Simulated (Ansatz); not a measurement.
The input, for Ansatz 0.2.0:

```yaml
crystal:
  periodic: [false, false, false]
  atoms:
    - {symbol: P, position_ang: [0.000000, 0.000000, 1.637183]}
    - {symbol: Ga, position_ang: [0.000000, 0.000000, -0.685019]}
    - {symbol: H, position_ang: [0.000000, -1.364953, -1.462469]}
    - {symbol: H, position_ang: [0.000000, 1.364953, -1.462469]}
basis:
  gaussian: {orbitals: cc-pVDZ}
total_charge: 1
magnetization: {spin_polarized: false, initial_magnetization: 3}
correlation: {method: bccd, electrons: outside_noble_gas}
scf: {lower_state_search: light}
```

```sh
$ ansatz run in.yaml --threads 1 --pin off --events-out ev --progress --plain --max-ram 2393MiB
```

The program prints:

```
600 factors; integrals over basis functions are off by at most 8.0e-4 eV
mean field evaluation 1: about -61626.7355 eV, gradient 7.9e0 eV
mean field evaluation 2: about -61626.7411 eV, gradient 7.9e0 eV
mean field evaluation 4: about -61627.6833 eV, gradient 8.3e-1 eV
mean field evaluation 8: about -61627.7041 eV, gradient 5.2e-3 eV
mean field evaluation 16: about -61627.6948 eV, gradient 2.7e-1 eV
mean field evaluation 32: about -61627.7047 eV, gradient 8.3e-2 eV
mean field evaluation 64: about -61623.1597 eV, gradient 2.7e-1 eV
mean field evaluation 96: about -61623.1626 eV, gradient 2.9e-3 eV
mean field -61627.70411378 eV, -2264.7763534232 hartree, gradient 5.4e-6 eV, S^2 3.750000; 3 other end points of the search recorded, 0 dependent functions left out
mean field evaluation 128: about -61626.9514 eV, gradient 6.6e0 eV
determinant -61627.70411378 eV, -2264.7763534232 hartree, with singles and doubles -61631.95383721 eV, -2264.9325278788 hartree
determinant -61625.01393555 eV, -2264.6774911969 hartree, with singles and doubles -61629.77713461 eV, -2264.8525355336 hartree
19 core orbitals not correlated: weight in the atoms' cores, before any rotation towards them, 0.996 or more for the frozen orbitals, at most 0.004 for the correlated occupied ones
reference -61627.70411378 eV, -2264.7763534232 hartree; 6, 3 occupied and 30, 33 virtual orbitals, 600 factors
second order -3.28007948 eV of doubles, -0.01524910 eV of singles
cycle   1  -4.25107775 eV  change   -1.4e-3 eV  update   6.8e-3
cycle   2  -4.24806555 eV  change    3.0e-3 eV  update   2.5e-3
cycle   3  -4.24693952 eV  change    1.1e-3 eV  update   1.5e-3
cycle   4  -4.24735464 eV  change   -4.2e-4 eV  update   6.0e-4
cycle   5  -4.24755437 eV  change   -2.0e-4 eV  update   1.9e-4
cycle   6  -4.24757249 eV  change   -1.8e-5 eV  update   8.0e-5
cycle   7  -4.24759754 eV  change   -2.5e-5 eV  update   2.8e-5
cycle   8  -4.24760306 eV  change   -5.5e-6 eV  update   9.7e-6
Total energy: -61631.95171684 eV, -2264.9324499565 hartree
```

Ran on 1 thread of AMD EPYC, shared host: 13 s wall, 0.19 GiB peak host memory.
